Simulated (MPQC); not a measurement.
**BHClO (SMILES [O]BCl) at 3 levels**

Aim: a comparison of 3 runs (UHF/def2-SVP, UPBE0/def2-SVP, UBP86/def2-SVPD) of BHClO. 

The results are computed with MPQC 2.3.1.

1 further run of the same task is left out (set aside as unsound or not needed).

## (1) Starting point

BHClO: 4 atoms, total charge 0, spin state doublet. As SMILES, `[O]BCl`. Geometry: relaxed at GFN2-xTB.

Bond lengths: O1–B2 1.232 Å, B2–Cl3 1.795 Å, B2–H4 1.206 Å. Angles: O1–B2–Cl3 133.8°, O1–B2–H4 123.8°, Cl3–B2–H4 102.4°.

## (2) Energy and gradient at UHF/def2-SVP (run 1)

run.in

```
% BClHO
molecule<Molecule>: (
   symmetry = c1
   unit = angstrom
   { atoms geometry } = {
      O  [ 1.349990       0.083870      -0.377740 ]
      B  [ 0.179990      -0.041960      -0.011910 ]
      Cl [ -1.326080       0.882330      -0.325650 ]
      H  [ -0.203900      -0.924240       0.715300 ]
   }
)
basis<GaussianBasisSet>: (
   name = "def2-SVP"
   molecule = $:molecule
   basisdir = "."
   puream = yes
)
mpqc: (
   checkpoint = no
   savestate = no
   restart = no
   do_energy = yes
   do_gradient = yes
   optimize = no
   mole<UHF>: (
      molecule = $:molecule
      basis = $:basis
      total_charge = 0
      multiplicity = 2
      memory = 1000000000
      print_evals = yes
      print_npa = yes
      maxiter = 120
      value_accuracy = 1e-08
      guess_wavefunction<UHF>: (
         molecule = $:molecule
         total_charge = 0
         multiplicity = 2
         memory = 1000000000
         value_accuracy = 1e-3
         basis<GaussianBasisSet>: (
            name = "STO-2G"
            molecule = $:molecule
         )
      )
   )
)
```

The basis set def2-SVP is read from a file made from the Basis Set Exchange's data (not shown).

Launch:

```sh
$ mpqc -o run.out run.in
```

What it wrote:

```text
MPQC: Massively Parallel Quantum Chemistry
[...]
  <S^2>      = 0.767176
  total scf energy = -559.4274166160
[...]
Value of the MolecularEnergy: -559.4274166160
  Gradient of the MolecularEnergy:
      1   -0.0963057054
      2   -0.0176847696
      3    0.0353966570
      4    0.1341312149
      5    0.0223787605
      6   -0.0476583498
      7   -0.0150432099
      8   -0.0115553142
      9    0.0118726749
     10   -0.0227822996
     11    0.0068613232
     12    0.0003890178
[...]
      symmetry = c1
[...]
      nbasis = 51
[...]
    nalpha = 16
    nbeta = 15
[...]
```

Wall time 3.6 s (1 thread of Arm Neoverse V1, shared host); peak memory 0.17 GiB.

## (3) Energy and gradient at UPBE0/def2-SVP (run 2)

input.in

```
% BClHO
molecule<Molecule>: (
  symmetry = c1
  unit = angstrom
  { atoms geometry } = {
    O  [ 1.349990       0.083870      -0.377740 ]
    B  [ 0.179990      -0.041960      -0.011910 ]
    Cl [ -1.326080       0.882330      -0.325650 ]
    H  [ -0.203900      -0.924240       0.715300 ]
  }
)
basis<GaussianBasisSet>: (
  name = "def2-SVP"
  molecule = $:molecule
  basisdir = "."
  puream = yes
)
mpqc: (
  checkpoint = no
  savestate = no
  restart = no
  do_energy = yes
  do_gradient = yes
  optimize = no
  mole<UKS>: (
    molecule = $:molecule
    basis = $:basis
    total_charge = 0
    multiplicity = 2
    memory = 1000000000
    print_evals = yes
    print_npa = yes
    maxiter = 120
    value_accuracy = 1e-08
    functional<SumDenFunctional>: (
      a0 = 0.25
      coefs = [ 0.75 1 ]
      funcs: [ <PBEXFunctional>: () <PBECFunctional>: () ]
    )
    integrator<RadialAngularIntegrator>: ( grid = xfine )
    guess_wavefunction<ExtendedHuckelWfn>: (
      molecule = $:molecule
      total_charge = 0
      multiplicity = 2
      basis<GaussianBasisSet>: (
        name = "STO-3G"
        molecule = $:molecule
      )
    )
  )
)
```

The basis set def2-SVP is read from a file made from the Basis Set Exchange's data (not shown).

Launch:

```sh
$ mpqc input.in > input.out
```

What it wrote:

```text
MPQC: Massively Parallel Quantum Chemistry
[...]
  USCF::init: total charge = 0
[...]
  Integrated electron density error = -0.001258836487
  iter     1 energy = -530.5818975208 delta = 1.70807e-01
  Integrated electron density error = -0.001513835585
  iter     2 energy = -556.1578965417 delta = 1.19100e-01
[...]
  Integrated electron density error = 0.000000142650
  iter    47 energy = -560.3888377919 delta = 3.58026e-08
  Integrated electron density error = 0.000000142650
  iter    48 energy = -560.3888377919 delta = 1.30124e-08
  Integrated electron density error = 0.000000142650
  iter    49 energy = -560.3888377918 delta = 1.03482e-08
[...]
  <S^2>      = 0.758919
  total scf energy = -560.3888377918
[...]
  Integrated electron density error = 0.000000140479
  Total Gradient:
[...]
Value of the MolecularEnergy: -560.3888377918
  Gradient of the MolecularEnergy:
      1   -0.0564186902
      2   -0.0050428260
      3    0.0169006275
      4    0.0742155771
      5   -0.0063933943
      6   -0.0128108310
      7   -0.0084101638
      8   -0.0033000332
      9    0.0043509335
     10   -0.0093867231
     11    0.0147362535
     12   -0.0084407300
[...]
        symmetry = c1
[...]
        nbasis = 51
[...]
      nalpha = 16
      nbeta = 15
[...]
```

Wall time 63 s (1 thread of Arm Neoverse V1, shared host); peak memory 0.26 GiB.

## (4) Energy and gradient at UBP86/def2-SVPD (run 3)

input.in

```
% BClHO
molecule<Molecule>: (
    symmetry = c1
    unit = bohr
    { atoms geometry } = {
        O  [ 2.55111137   0.15849133  -0.71382515 ]
        B  [ 0.34013181  -0.07929291  -0.02250664 ]
        Cl [ -2.50592802   1.66736205  -0.61538931 ]
        H  [ -0.38531516  -1.74656047   1.35172110 ]
    }
)
basis<GaussianBasisSet>: (
    name = "def2-SVPD"
    molecule = $:molecule
    basisdir = "."
    puream = yes
)
mpqc: (
    checkpoint = no
    savestate = no
    restart = no
    do_energy = yes
    do_gradient = yes
    optimize = no
    mole<UKS>: (
        molecule = $:molecule
        basis = $:basis
        total_charge = 0
        multiplicity = 2
        memory = 1000000000
        print_evals = yes
        print_npa = yes
        maxiter = 120
        value_accuracy = 1e-08
        functional<StdDenFunctional>: ( name = "BP86" )
        integrator<RadialAngularIntegrator>: ( grid = xfine )
        guess_wavefunction<UHF>: (
            molecule = $:molecule
            total_charge = 0
            multiplicity = 2
            memory = 1000000000
            value_accuracy = 1e-3
            basis<GaussianBasisSet>: (
                name = "STO-2G"
                molecule = $:molecule
            )
        )
    )
)
```

The basis set def2-SVPD is read from a file made from the Basis Set Exchange's data (not shown).

Launch:

```sh
$ mpqc input.in > input.out
```

What it wrote:

```text
MPQC: Massively Parallel Quantum Chemistry
[...]
  Integrated electron density error = -0.001275628572
  iter     1 energy = -560.2749476242 delta = 1.39677e-01
  Integrated electron density error = -0.001621829058
  iter     2 energy = -560.6786816899 delta = 5.77548e-02
[...]
  Integrated electron density error = 0.000000144683
  iter    54 energy = -560.7129697457 delta = 4.59156e-08
  Integrated electron density error = 0.000000144682
  iter    55 energy = -560.7129697457 delta = 1.12849e-08
  Integrated electron density error = 0.000000144682
  iter    56 energy = -560.7129697457 delta = 1.00028e-08
[...]
  <S^2>      = 0.753730
  total scf energy = -560.7129697457
[...]
  Integrated electron density error = 0.000000146939
  Total Gradient:
[...]
Value of the MolecularEnergy: -560.7129697457
  Gradient of the MolecularEnergy:
      1   -0.0597683737
      2   -0.0027705525
      3    0.0160509306
      4    0.0587454915
      5   -0.0084512430
      6   -0.0076956274
      7    0.0037443626
      8   -0.0052552819
      9    0.0029070600
     10   -0.0027214805
     11    0.0164770774
     12   -0.0112623632
[...]
        symmetry = c1
[...]
        nbasis = 78
[...]
      nalpha = 16
      nbeta = 15
[...]
```

Wall time 3.5 min (1 thread of Arm Neoverse V1, shared host); peak memory 0.53 GiB.

## (5) The series

| run | level | starting guess | integration grid | energy (Eh) | ⟨S²⟩ | largest force (eV/Å) | wall time |
| --- | --- | --- | --- | --- | --- | --- | --- |
| 1 | UHF/def2-SVP | STO-2G | – | -559.427417 | 0.767 | 7.410 | 3.6 s |
| 2 | UPBE0/def2-SVP | huckel STO-3G | xfine | -560.388838 | 0.759 | 3.887 | 63 s |
| 3 | UBP86/def2-SVPD | STO-2G | xfine | -560.712970 | 0.754 | 3.185 | 3.5 min |

## (6) Summary of results

| quantity | value |
| --- | --- |
| run 3: total energy | -560.71297 Eh |
| run 3: ⟨S²⟩ | 0.754 |
| run 3: largest force on an atom | 3.185 eV/Å |

**Reading.** Totals of different functionals can't be ranked against each other. All runs together took 4.6 min, the longest 3.5 min.
